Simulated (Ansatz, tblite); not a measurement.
# (H2Al-mu-H)3 (Al₃H₉): one state, many levels

How do method and basis change the picture of (H2Al-mu-H)3 (Al₃H₉) (singlet)?

Method: as each input shows; program: Ansatz 0.2.0, Gaussian basis.

Plan: GFN1-xTB, GFN2-xTB, PBE-D4/def2-TZVP, r2SCAN-D4/def2-TZVP, BLYP-D4/def2-TZVP, PBE-QIDH/def2-TZVP, revPBE-D4/def2-TZVP, LDA/def2-TZVP, BHLYP-D4/def2-TZVP, B3LYP-D4/def2-TZVP, r2SCAN0-D4/def2-TZVP, LC-ωPBE(0.10)/def2-TZVP, LC-ωPBE(0.15)/def2-TZVP, LC-ωPBE(0.20)/def2-TZVP, LC-ωPBE(0.30)/def2-TZVP, PBE-D4/def2-SVP, PBE0-D4/def2-SVP, CCSD(T)/def2-TZVPP, MP2/def2-TZVP, RPA/def2-TZVP.

## (1) The relaxed structure

The singlet was relaxed beforehand with r2SCAN-D4/def2-SVP.

12 atoms, charge 0, spin multiplicity 1.

Bond lengths: Al1–H2 1.569 Å, Al1–H3 1.787 Å, Al1–H4 1.788 Å, Al1–Al5 2.561 Å, Al1–Al9 2.561 Å, Al1–H11 1.789 Å, Al1–H12 1.786 Å, H3–Al5 1.787 Å, H4–Al5 1.788 Å, Al5–H6 1.786 Å, Al5–H7 1.569 Å, Al5–H8 1.789 Å, Al5–Al9 2.561 Å, H6–Al9 1.789 Å, H8–Al9 1.786 Å, Al9–H10 1.569 Å, Al9–H11 1.786 Å, Al9–H12 1.789 Å. Angles: H2–Al1–H3 117.2°, H2–Al1–H4 117.2°, H2–Al1–Al5 150.0°, H2–Al1–Al9 150.0°, H2–Al1–H11 117.1°, H2–Al1–H12 117.3°, H3–Al1–H4 76.2°, H3–Al1–Al5 44.2°, H3–Al1–Al9 85.5°, H3–Al1–H11 79.6°, H3–Al1–H12 125.5°, H4–Al1–Al5 44.3°, H4–Al1–Al9 85.8°, H4–Al1–H11 125.7°, H4–Al1–H12 79.8°, Al5–Al1–Al9 60.0°, Al5–Al1–H11 85.7°, Al5–Al1–H12 85.6° and more.

PBE0-D4/def2-TZVP was run before; its log isn't repeated, and its numbers join the tables.

## (2) GFN1-xTB

Tight binding, by tblite at 300 K electronic temperature and without a spin-polarisation term:

```python
tblite.interface.Calculator('GFN1-xTB', numbers, positions, charge=0, uhf=0).singlepoint()
```

Energy -234.2433 eV, HOMO -10.49 eV, LUMO -5.96 eV; 0.006 s.

## (3) GFN2-xTB

Tight binding, by tblite at 300 K electronic temperature and without a spin-polarisation term:

```python
tblite.interface.Calculator('GFN2-xTB', numbers, positions, charge=0, uhf=0).singlepoint()
```

Energy -214.0950 eV, HOMO -11.51 eV, LUMO -7.01 eV; 0.004 s.

## (4) PBE-D4/def2-TZVP

start.molden holds the orbitals of an earlier run on this state, given as this run's starting guess.

in.yaml reads:

```yaml
crystal:
  periodic: [false, false, false]
  atoms:
    - {symbol: Al, position_ang: [-0.696364, 0.968140, -0.874167]}
    - {symbol: H, position_ang: [-1.438419, 1.995115, -1.799887]}
    - {symbol: H, position_ang: [-0.862184, 1.191410, 0.891119]}
    - {symbol: H, position_ang: [0.955859, 1.393915, -0.340099]}
    - {symbol: Al, position_ang: [0.750125, 0.477196, 1.181391]}
    - {symbol: H, position_ang: [1.532095, -0.765595, 0.164951]}
    - {symbol: H, position_ang: [1.543427, 0.983640, 2.436925]}
    - {symbol: H, position_ang: [-0.285112, -0.965950, 1.397954]}
    - {symbol: Al, position_ang: [-0.053751, -1.445367, -0.307299]}
    - {symbol: H, position_ang: [-0.104830, -2.978659, -0.636691]}
    - {symbol: H, position_ang: [-1.579781, -0.526779, -0.441779]}
    - {symbol: H, position_ang: [0.238924, -0.327065, -1.672430]}
basis:
  gaussian: {orbitals: def2-TZVP, initial_orbitals: start.molden}
hamiltonian: {xc: pbe, dispersion: d4}
scf: {omitted_lower_state_checks: [starts]}
output: {orbitals: {seedname: orbitals}}
```

Command:

```console
$ ansatz run in.yaml --threads 4 --pin off --events-out ev --progress --plain --max-ram 3916MiB
```

After this run come: r2SCAN-D4/def2-TZVP; BLYP-D4/def2-TZVP; PBE-QIDH/def2-TZVP; revPBE-D4/def2-TZVP; LDA/def2-TZVP; BHLYP-D4/def2-TZVP; B3LYP-D4/def2-TZVP; r2SCAN0-D4/def2-TZVP; LC-ωPBE(0.10)/def2-TZVP; LC-ωPBE(0.15)/def2-TZVP; LC-ωPBE(0.20)/def2-TZVP; LC-ωPBE(0.30)/def2-TZVP; PBE-D4/def2-SVP; PBE0-D4/def2-SVP; CCSD(T)/def2-TZVPP; MP2/def2-TZVP; RPA/def2-TZVP.

Before running them: what should the planned runs give, taken together? Wanted: gap in def2-TZVP, named functionals, smallest and largest; gap over the ω; correlation energy, CCSD(T)/def2-TZVPP; correlation energy, MP2/def2-TZVP; binding an atom, CCSD(T)/def2-TZVPP; PBE0 total energy, smallest basis above largest.

The runs gave:

| quantity | value |
| --- | --- |
| gap in def2-TZVP, named functionals, smallest and largest | 4.12 eV (LDA), 8.35 eV (BHLYP-D4) |
| gap over the ω (1/bohr) | 7.08 eV at 0.1, 10.17 eV at 0.3 |
| correlation energy, CCSD(T)/def2-TZVPP | -11.04 eV |
| correlation energy, MP2/def2-TZVP | -8.18 eV |
| binding an atom, CCSD(T)/def2-TZVPP | 2.390 eV |
| PBE0 total energy, smallest basis above largest | 7.12 eV (def2-SVP, def2-TZVP) |

In words: Over the named functionals in def2-TZVP the gap runs from 4.12 eV (LDA) to 8.35 eV (BHLYP-D4); exact exchange widens it. Raising the ω (1/bohr) from 0.1 to 0.3 moves the HOMO by -1.80 eV and the LUMO by +1.29 eV. The functionals in def2-TZVP miss CCSD(T)/def2-TZVPP by -0.039 (revPBE-D4) to +0.266 eV (LDA) an atom. The reference is CCSD(T) in one finite basis, so it carries an error of its own, often a tenth of an eV or more, and near misses can't be ranked.
